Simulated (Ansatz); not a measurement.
Results of PBEsol-D3(BJ) (Ansatz, a first-principles code, PAW) for rock-salt TiC.

Run with plane-wave cutoff 520 eV, 22×22×22 k mesh, Fermi–Dirac smearing 0.05 eV, no spin polarisation, scalar-relativistic PAW data made under PBE.

Cell (relaxed at this level):

```yaml
crystal:
  lattice:
    - [0.00000, 2.12823, 2.12823]
    - [2.12823, 0.00000, 2.12823]
    - [2.12823, 2.12823, 0.00000]
  atoms:
    - { symbol: Ti, position: [0.00000, 0.00000, 0.00000] }
    - { symbol: C, position: [0.50000, 0.50000, 0.50000] }
```

Problem. What does this level give for the bulk modulus and pressure derivative B′ of the bulk modulus?

Solution. 
- bulk modulus = 282 GPa
- pressure derivative B′ of the bulk modulus = 4.0

The run finds no gap.

Measured, for comparison: bulk modulus 240 GPa (temperature not stated, not corrected to a static lattice, our sources range from 235 to 268; as tabulated in Krasnenko and Brik (2013), arXiv:1306.3139). Computed (rounded) less measured: bulk modulus not scored (sources differ).

It cost about 60 core-seconds (a rough figure) of CPU time.
